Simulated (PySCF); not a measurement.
## Ionisation energy of N by level of theory

N [He] 2s2 2p3 (4S) → N⁺ [He] 2s2 2p2 (3P), as a difference of total energies. Calculation: PySCF 2.14, in aug-cc-pVDZ (4s3p2d, 23 functions); no relativity, point nucleus. Correlated levels: valence: 1s2 frozen. The calculations carry no spin-orbit coupling.

```tsv
method	ionisation energy (eV)
UHF	13.930
r2SCAN	14.850
LDA	15.019
MP2 (valence)	14.478
SCS-MP2 (valence)	14.260
CCSD (valence)	14.346
CCSD(T) (valence)	14.357
```

Errors of the correlated levels include the incompleteness of this basis and the frozen core.

Task: Which method comes closest to the reference value, and which is furthest?

Result: The reference is 14.545 eV (measured; NIST levels, between the centres of gravity of the two terms). Closest: MP2 (valence) (error -0.067 eV); furthest: UHF (error -0.615 eV).
